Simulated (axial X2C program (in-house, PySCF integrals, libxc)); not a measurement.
**Worked dissociation energy of OF: r2SCAN0, spin-free**

All values were computed with an axial X2C code built on PySCF integrals. Spin-free means the one-electron spin-free X2C Hamiltonian. Basis: F dyall-av3z [7s6p3d2f], O dyall-av3z [7s6p3d2f] (cores contracted in-house); Gaussian nuclei, density fitting, unrestricted open shells. Masses: F 18.998 u, O 15.995 u.

Molecular state: M_S = 1/2, Λ = 1 (beyond evenly filled blocks: π+α, π+β, π-α).

| Quantity | Value |
| --- | --- |
| E(F) (2M_S = 1, M_L = 0) | -99.813841 hartree |
| E(O) (2M_S = 2, M_L = 0) | -75.112872 hartree |
| E(OF) at Re | -174.986199 hartree |
| ωe | 1196.2 cm⁻¹ |

(1) Work out De and D0.

One determinant describes the state; a PBE0 search over occupations chose it and may have missed a lower one. De is counted from the lowest determinant-based energies of the atoms at the same level, without counterpoise correction. The functionals have no current-density term, which raises determinants with orbital currents, atoms included. Under one Hamiltonian the search converged a single determinant, so lower ones may well exist.

Each atomic determinant is the lowest at this level and need not be a pure term. Totals compare only within one Hamiltonian and basis.

Answers

(1) De = -99.813841 + (-75.112872) − (-174.986199) = 0.05949 hartree = 1.619 eV. The zero-point energy is ωe/2 = 598 cm⁻¹ = 0.074 eV, so D0 = 1.545 eV.
